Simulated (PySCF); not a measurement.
## Two-photon absorption: SMILES c1ccccc1, C6H6

Cartesian coordinates in Å; atom numbers follow the order of the lines, from 1:
```xyz
12

C     0.955    1.002   -0.021
C     1.346   -0.326   -0.015
C     0.390   -1.329    0.003
C    -0.955   -1.002    0.016
C    -1.346    0.326    0.010
C    -0.390    1.328   -0.008
H     1.701    1.784   -0.035
H     2.396   -0.581   -0.024
H     0.695   -2.365    0.008
H    -1.701   -1.784    0.030
H    -2.395    0.581    0.020
H    -0.695    2.365   -0.011
```

Computed, not measured: TDDFT B3LYP/def2-SVPD excited states, vertical, gas phase (PySCF 2.14.0). Geometry: GFN2-xTB.

States above about 7.1 eV lie in this functional's continuum (it starts at minus the energy of the highest occupied orbital, well below the true ionisation energy for most functionals) and depend on the basis. Singlets 3 and 4, 5 and 6 lie within 0.01 eV of each other, so their separate moments and overlaps can depend on how they mix.

(1) How strongly do the lowest singlets absorb one photon, and two photons of half the energy?

Results:

(1) δ for parallel linear polarisation; σ at the peak of a Lorentzian of half width 0.1 eV, single beam; Ω is circular over linear.
```tsv
state	E (eV)	f	photon λ (nm)	δ (au)	σ (GM)	Ω	main
S1	5.51	0.000	450	<0.1	0.00	–	HOMO→LUMO 0.47, HOMO−1→LUMO+1 0.47
S2	6.20	0.000	400	<0.1	0.00	–	HOMO→LUMO+1 0.47, HOMO−1→LUMO 0.47
S3	6.97	0.000	356	28.1	0.50	1.50	HOMO→LUMO+2 0.99
S4	6.97	0.000	356	28.1	0.50	1.50	HOMO−1→LUMO+2 0.99
S5	7.18	0.601	345	<0.1	0.00	–	HOMO−1→LUMO 0.46, HOMO→LUMO+1 0.46
```
